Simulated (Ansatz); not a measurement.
Name a neutral molecule of C, N, O and H with HOMO–LUMO gap (ωB97M-V/def2-TZVPP) between 11.65 and 11.95 eV and LUMO energy (ωB97M-V/def2-TZVPP) between 2.20 and 2.50 eV (Ansatz, PBE0-D4/def2-TZVP geometry).

`OCNCO` (11.84 eV, 2.24 eV); `CN(C)C=O` (11.84 eV, 2.47 eV); `CNC(C)=O` (11.88 eV, 2.25 eV); `OC1=NCN1` (11.76 eV, 2.32 eV); `NCNCO` (11.65 eV, 2.45 eV); `C#CCNCO` (11.90 eV, 2.37 eV). Other molecules can fit too; these were computed, each in one conformer that needn't be the lowest.
